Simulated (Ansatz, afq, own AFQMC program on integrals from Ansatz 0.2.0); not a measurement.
SiH$_{4}$F, doublet in cc-pVTZ, levels against AFQMC with the constraint released

| atom | x (Å) | y (Å) | z (Å) |
| --- | --- | --- | --- |
| Si | -1.0102 | 0.0000 | 0.0000 |
| H | -1.5051 | 1.3997 | 0.0000 |
| H | -1.5051 | -0.6999 | 1.2122 |
| H | -1.5051 | -0.6999 | -1.2122 |
| H | 0.4744 | 0.0000 | 0.0000 |
| F | 1.7078 | 0.0000 | 0.0000 |

Connectivity, by distances: SiH4 ··· F.

Basis cc-pVTZ. Noble-gas cores (and the filled d shells of Ga–Kr and In–Xe) are frozen. AFQMC by an in-house program on the Cholesky factors that Ansatz 0.2.0 writes for its CCSD(T) run. ph-AFQMC/CISD is guided by a CISD state made of CCSD amplitudes; releasing the constraint for a short imaginary time cuts its bias at the price of noise, slowly where states lie close. Error bars are statistical, one sigma.

Determinant: UHF, the one that the program's search chose, which needn't be the lowest solution. The geometry is a point of a scan.

No full CI on the walks' own integrals is used here. The released AFQMC energy serves as the reference, which it does only where one determinant dominates, the energy is flat over the last release times and near the phaseless one (40 meV or 2 meV an electron, half that with transition metals). On small molecules, where full CI could be run and the noise was under 10 meV, such values lay within 10 meV of it in 19 cases of 20, a flattering rate, since the rule was set on those same cases; what remains of the bias isn't in the error bar.

Cautions: the released value is read at 1.50 1/Eh with a noise of 10 meV, more than in the cases checked (meV from the phaseless value at times in 1/Eh: -13 ± 5 at 0.24, -18 ± 5 at 0.51, -25 ± 9 at 0.99, -24 ± 10 at 1.50).

The T1 diagnostic is 0.0259 and the weight of the determinant in the CISD state is 0.860. The ⟨S²⟩ of the determinant is 0.778 and the size of the correlated space is 15 electrons in 114 orbitals.

Reference: AFQMC with the constraint released, correlation energy -11.878 ± 0.010 eV.

```tsv
level	E − E(reference) (mEh)	share of correlation (%)
HF	436.50 ± 0.38	0.00
MP2	50.49 ± 0.38	88.43
CCSD	12.81 ± 0.38	97.07
CCSD(T)	1.44 ± 0.38	99.67
ph-AFQMC/CISD	0.88 ± 0.42	99.80
```

A walk keeps the symmetry of its determinant, which the program's search chose and which needn't be the lowest solution, so a lower state of the same spin and another symmetry isn't excluded. Released energies are given only where the last usable release times agree within the noise; a slower fall can still hide under it.
